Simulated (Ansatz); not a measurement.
Run this with Ansatz's Python interface and show what comes out.

The script, `deck.py`:
```python
"""C2H6O3 through the session interface."""

import ansatz as az
import numpy as np
import pandas as pd

DECK = """
crystal:
  periodic: [false, false, false]
  atoms:
    - { symbol: C, position_ang: [-1.2744, 0.2294, 0.8541] }
    - { symbol: O, position_ang: [-0.6472, 0.4435, -0.3933] }
    - { symbol: C, position_ang: [0.5379, -0.2665, -0.4434] }
    - { symbol: O, position_ang: [1.5918, 0.2888, 0.4438] }
    - { symbol: O, position_ang: [1.1255, -0.2063, -1.7386] }
    - { symbol: H, position_ang: [-0.731, 0.6858, 1.6717] }
    - { symbol: H, position_ang: [-1.5271, -0.7797, 1.0166] }
    - { symbol: H, position_ang: [-2.2249, 0.8472, 0.7889] }
    - { symbol: H, position_ang: [0.4103, -1.3025, -0.1233] }
    - { symbol: H, position_ang: [1.7582, 1.0986, 0.0055] }
    - { symbol: H, position_ang: [1.0462, -1.0953, -2.0614] }
basis:
  gaussian: { orbitals: def2-SVP }
hamiltonian:
  xc: { name: B97M-V }
output:
  forces: true
"""


def main() -> None:
    session = az.Session.from_yaml(DECK)
    report = session.plan(threads=1).execute().report

    for key in ("converged", "free_energy_ev", "reference_energy_ev", "n_frozen", "n_occupied", "n_virtual"):
        print(f"{key:22s} {report[key]}")
    symbols = ["C", "O", "C", "O", "O", "H", "H", "H", "H", "H", "H"]
    field = report["mean_field"]
    print("<S^2> =", round(abs(field["state"]["spin_squared"]), 4), " all-electron relativity setting:", field["relativity"])
    print("passes:", field["passes"])
    if "symmetry" in field:
        print("occupied orbitals by irrep:", field["symmetry"]["occupied"])

    forces = np.array(report["forces_ev_ang"])
    print("largest force", round(float(np.linalg.norm(forces, axis=1).max()), 4), "eV/A, rms", round(float(np.sqrt((forces ** 2).mean())), 4))
    charges = report["charge_distribution"]
    table = pd.DataFrame({"atom": symbols, "mulliken": charges["mulliken_charges_e"], "lowdin": charges["lowdin_charges_e"]})
    print(table.round(3).to_string())
    print("dipole (e A):", np.round(charges["dipole_moment_e_ang"], 4) + 0.0)


if __name__ == "__main__":
    main()
```

```console
$ python deck.py
converged              True
free_energy_ev         -8303.507792733573
reference_energy_ev    -8303.507792733573
n_frozen               0
n_occupied             [21, 21]
n_virtual              [79, 79]
<S^2> = 0.0  all-electron relativity setting: none
passes: {'evaluations': 16, 'products': 12}
occupied orbitals by irrep: [{'A': 21}, {'A': 21}]
largest force 3.7581 eV/A, rms 1.2476
   atom  mulliken  lowdin
0     C     0.186   0.106
1     O    -0.400   0.016
2     C     0.503  -0.055
3     O    -0.355   0.057
4     O    -0.311   0.100
5     H     0.029  -0.029
6     H     0.010  -0.036
7     H     0.039  -0.002
8     H    -0.017  -0.049
9     H     0.147  -0.071
10    H     0.170  -0.036
dipole (e A): [-0.2536 -0.2955  0.0489]
```

Caveats:
- Total energies depend on the basis set; only differences at equal settings carry meaning.
- The geometry is a force-field or estimated start, not a minimum of this method, and the basis set is short of its limit.
- The Löwdin charges here are taken after orthogonalising the functions within each atom; they differ from plain Löwdin charges, and their signs can be unphysical.
- The whole script took 7.5 s on 1 thread of AMD EPYC 9R14 (Zen 4), with other jobs on the host, peak memory 0.28 GiB.

(Lines on the test bed's own set-up are left out of the output.)
